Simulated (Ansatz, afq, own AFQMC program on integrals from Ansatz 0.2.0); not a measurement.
## SiHO, doublet in cc-pVDZ along one coordinate

```yaml
atoms:
  - { symbol: Si, position_ang: [0.0000, -0.1016, 0.5148] }
  - { symbol: O, position_ang: [0.0000, 0.1077, -0.9938] }
  - { symbol: H, position_ang: [0.0000, 1.1216, 1.4308] }
```

The Si1–H3 distance is changed with both sides rigid. Energies in kJ/mol count from this geometry (1.528 Å) at the same level; the start stands on UHF, each point on the determinant named.

Basis cc-pVDZ. Noble-gas cores (and the filled d shells of Ga–Kr and In–Xe) are frozen. Integrals, coupled cluster, full CI and functionals: Ansatz 0.2.0; the random walks run on the same integrals in our own AFQMC program. ph-AFQMC/CISD is guided by a CISD state made of CCSD amplitudes; releasing the constraint for a short imaginary time cuts its bias at the price of noise, slowly where states lie close. Error bars are statistical, one sigma.

Cautions, each for one point or more: unrestricted determinant slightly spin contaminated.

| r(Si1–H3) / Å | det. | T1 | weight | ⟨S²⟩ | CCSD(T) | ph-AFQMC/CISD | released AFQMC | CCSDT(Q) | B3LYP | r2SCAN |
| --- | --- | --- | --- | --- | --- | --- | --- | --- | --- | --- |
| 1.723 | UHF | 0.034 | 0.87 | 0.79 | 14.9 | 11.5 ± 3.3 | 5.1 ± 5.3* | 14.6 | 12.9 | 13.4 |
| 2.140 | UHF | 0.036 | 0.86 | 0.84 | 70.2 | 70.5 ± 3.3 | 65.4 ± 4.8* | 69.7 | 71.4 | 73.1 |
| 2.777 | UHF | 0.031 | 0.87 | 0.76 | 83.1 | 87.6 ± 3.6 | – | 83.8 | 103.3 | 111.3 |
| 4.219 | UHF | 0.030 | 0.87 | 0.75 | 79.0 | 81.9 ± 3.0 | 78.4 ± 4.1* | 79.8 | 107.7 | 120.8 |

Weight is that of the determinant in the CISD state; at the start T1 is 0.033 and the weight 0.87, and ⟨S²⟩ is 0.77. An asterisk marks released energies that aren't shown to be converged. A dash marks a missing value, a released energy that hasn't settled or a functional that sits on another state. Largest departures from phaseless AFQMC with a CISD trial: CCSD(T) -4.5 kJ/mol at 2.777 (on UHF) (within the noise), CCSDT(Q) -3.8 kJ/mol at 2.777 (on UHF) (within the noise), B3LYP 25.9 kJ/mol at 4.219, r2SCAN 38.9 kJ/mol at 4.219. The walk's constraint bias lies outside its error bars, so these are departures and not errors. Functionals count only at points shown to share the start's state and spin. In this small basis the wave-function levels are far from their limit, so their gap to the functionals isn't the functionals' error.

Some points may be missing: those where a free walk finds a much lower state, and past Zn most of those on another determinant than at the start.

CCSDT and higher add their correlation energy to the determinant of the CCSD(T) run, since their own runs factorise the integrals more tightly (a shift of under 2 meV). A walk keeps the symmetry of its determinant, which the program's search chose and which needn't be the lowest solution, so a lower state of the same spin and another symmetry isn't excluded.
